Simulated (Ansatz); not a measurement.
Input file:

```yaml
crystal:
  periodic: [false, false, false]
  atoms:
    - {symbol: B, position_ang: [0.000000, 0.000000, 0.068140]}
    - {symbol: H, position_ang: [0.000000, 0.717784, -0.986606]}
    - {symbol: H, position_ang: [0.000000, 0.000000, 1.242354]}
    - {symbol: H, position_ang: [0.000000, -0.717784, -0.986606]}
basis:
  gaussian: {orbitals: def2-SVPD}
magnetization: {spin_polarized: true, initial_magnetization: 0}
correlation: {method: ccsdt_q_b, electrons: outside_noble_gas}
accuracy: high
scf: {omitted_lower_state_checks: [cluster_reference]}
```

```sh
$ ansatz run in.yaml --threads 1 --pin off --events-out ev --progress --plain --max-ram 2393MiB
```

Log:

```
these checks for a lower state are left out or cut short: cluster_reference
847 factors; integrals over basis functions are off by at most 3.1e-9 eV
mean field evaluation 1: about -715.2592 eV, gradient 6.9e0 eV
mean field evaluation 2: about -715.2590 eV, gradient 6.9e0 eV
mean field evaluation 4: about -715.7349 eV, gradient 2.4e-1 eV
mean field evaluation 8: about -715.7354 eV, gradient 3.5e-8 eV
mean field -715.73544813 eV, -26.3027925760 hartree, gradient 3.9e-8 eV, S^2 0.000000; 0 other end points of the search recorded, 0 dependent functions left out
1 core orbitals not correlated: weight in the atoms' cores, before any rotation towards them, 1.000 or more for the frozen orbitals, at most 0.000 for the correlated occupied ones
reference -715.73544813 eV, -26.3027925760 hartree; 3, 3 occupied and 40, 40 virtual orbitals, 847 factors
second order -2.76071781 eV of doubles, -0.00000000 eV of singles
cycle   1  -3.25545450 eV  change   -4.9e-1 eV  update   5.2e-2
cycle   2  -3.50184045 eV  change   -2.5e-1 eV  update   2.0e-2
cycle   3  -3.50955961 eV  change   -7.7e-3 eV  update   4.4e-3
cycle   4  -3.51088265 eV  change   -1.3e-3 eV  update   1.9e-3
cycle   5  -3.51060247 eV  change    2.8e-4 eV  update   6.0e-4
cycle   6  -3.51034233 eV  change    2.6e-4 eV  update   2.8e-4
cycle   7  -3.51048479 eV  change   -1.4e-4 eV  update   1.1e-4
cycle   8  -3.51052003 eV  change   -3.5e-5 eV  update   4.7e-5
cycle   9  -3.51048790 eV  change    3.2e-5 eV  update   1.7e-5
cycle  10  -3.51048203 eV  change    5.9e-6 eV  update   6.1e-6
cycle  11  -3.51048452 eV  change   -2.5e-6 eV  update   2.1e-6
cycle  12  -3.51048508 eV  change   -5.6e-7 eV  update   6.9e-7
cycle  13  -3.51048528 eV  change   -2.0e-7 eV  update   2.1e-7
cycle  14  -3.51048508 eV  change    2.0e-7 eV  update   7.1e-8
cycle  15  -3.51048504 eV  change    4.5e-8 eV  update   2.6e-8
cycle  16  -3.51048502 eV  change    1.8e-8 eV  update   1.7e-8
cycle  17  -3.51048501 eV  change    1.0e-8 eV  update   1.6e-8
cycle  18  -3.51048500 eV  change    7.4e-9 eV  update   4.7e-9
cycle  19  -3.51048500 eV  change   5.4e-10 eV  update   1.3e-9
cycle  20  -3.51048500 eV  change  -2.0e-10 eV  update  3.7e-10
perturbative correction -0.00168904 eV, -0.0000620710 hartree
Total energy: -719.24762217 eV, -26.4318625914 hartree
Checks for a lower state left out: cluster_reference
```

Ran on 1 thread of Intel Xeon Platinum 8488C, shared host: 18 s wall, 0.36 GiB peak host memory.
